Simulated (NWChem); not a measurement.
System meant: tert-butyl cation (C$_{4}$H$_{9}$ cation); SMILES C[C+](C)C

Here is an NWChem input.

```
start job
memory heap 200 mb stack 900 mb global 1100 mb
charge 1
geometry units angstroms noautoz
  C      0.347811    -1.422513     0.002332
  C     -0.000714     0.002129    -0.001609
  C      1.059585     1.014171     0.003812
  C     -1.408431     0.412956    -0.008877
  H      0.847656    -1.631920     0.966947
  H      1.130697    -1.623787    -0.745226
  H     -0.500048    -2.097290    -0.122593
  H      0.828373     1.820223     0.715036
  H      1.017986     1.512582    -0.984971
  H      2.064217     0.617017     0.157219
  H     -1.885153    -0.002227     0.898226
  H     -1.565556     1.491587    -0.047142
  H     -1.936401    -0.092990    -0.833144
end
basis spherical
  * library def2-svp
end
dft
  odft
  mult 2
  xc pbe0
  iterations 150
  mulliken
end
task dft energy
```

End of the output:

```
 ==============================================================================
                                 internuclear angles
 ------------------------------------------------------------------------------
        center 1       |       center 2       |       center 3       |  degrees
 ------------------------------------------------------------------------------
    2 C                |   1 C                |   5 H                |   107.07
    2 C                |   1 C                |   6 H                |   110.16
    2 C                |   1 C                |   7 H                |   114.57
    5 H                |   1 C                |   6 H                |   103.66
    5 H                |   1 C                |   7 H                |   109.51
    6 H                |   1 C                |   7 H                |   111.21
    1 C                |   2 C                |   3 C                |   119.92
    1 C                |   2 C                |   4 C                |   120.02
    3 C                |   2 C                |   4 C                |   120.07
    2 C                |   3 C                |   8 H                |   110.88
    2 C                |   3 C                |   9 H                |   106.27
    2 C                |   3 C                |  10 H                |   114.53
    8 H                |   3 C                |   9 H                |   103.86
    8 H                |   3 C                |  10 H                |   111.68
    9 H                |   3 C                |  10 H                |   108.89
    2 C                |   4 C                |  11 H                |   107.74
    2 C                |   4 C                |  12 H                |   114.55
    2 C                |   4 C                |  13 H                |   109.57
   11 H                |   4 C                |  12 H                |   109.76
   11 H                |   4 C                |  13 H                |   103.57
   12 H                |   4 C                |  13 H                |   111.03
 ------------------------------------------------------------------------------
                            number of included internuclear angles:         21
 ==============================================================================

 Summary of "ao basis" -> "" (spherical)
 ------------------------------------------------------------------------------
       Tag                 Description            Shells   Functions and Types
 ---------------- ------------------------------  ------  ---------------------
 *                          def2-svp                  on all atoms

                                 NWChem DFT Module
                                 -----------------

 Summary of "ao basis" -> "ao basis" (spherical)
 ------------------------------------------------------------------------------
       Tag                 Description            Shells   Functions and Types
 ---------------- ------------------------------  ------  ---------------------
 C                          def2-svp                 6       14   3s2p1d
 H                          def2-svp                 3        5   2s1p

 Summary of "ao basis" -> "ao basis" (spherical)
 ------------------------------------------------------------------------------
       Tag                 Description            Shells   Functions and Types
 ---------------- ------------------------------  ------  ---------------------
 C                          def2-svp                 6       14   3s2p1d
 H                          def2-svp                 3        5   2s1p

  number of electrons :                   32
  multiplicity        :                    2
 ------------------------------------------------------------------------
  no. of electrons and multiplicity not compatible                  32
 ------------------------------------------------------------------------
 ------------------------------------------------------------------------
  current input line :
    29: task dft energy
 ------------------------------------------------------------------------
 ------------------------------------------------------------------------
 There is an error in the input file
 ------------------------------------------------------------------------
 For more information see the NWChem manual at https://nwchemgit.github.io

0: no. of electrons and multiplicity not compatible:Received an Error in Communication
```

Q: What is wrong, and how is it mended?

A: The program refused the input. Cause: the multiplicity doesn't fit the number of electrons (an even count wants an odd multiplicity, and the reverse). This input runs:
```
start job
memory heap 200 mb stack 900 mb global 1100 mb
charge 1
geometry units angstroms noautoz
  C      0.347811    -1.422513     0.002332
  C     -0.000714     0.002129    -0.001609
  C      1.059585     1.014171     0.003812
  C     -1.408431     0.412956    -0.008877
  H      0.847656    -1.631920     0.966947
  H      1.130697    -1.623787    -0.745226
  H     -0.500048    -2.097290    -0.122593
  H      0.828373     1.820223     0.715036
  H      1.017986     1.512582    -0.984971
  H      2.064217     0.617017     0.157219
  H     -1.885153    -0.002227     0.898226
  H     -1.565556     1.491587    -0.047142
  H     -1.936401    -0.092990    -0.833144
end
basis spherical
  * library def2-svp
end
dft
  xc pbe0
  iterations 150
  mulliken
end
task dft energy
```
It converges to -157.23473 Ha (PBE0/def2-SVP).
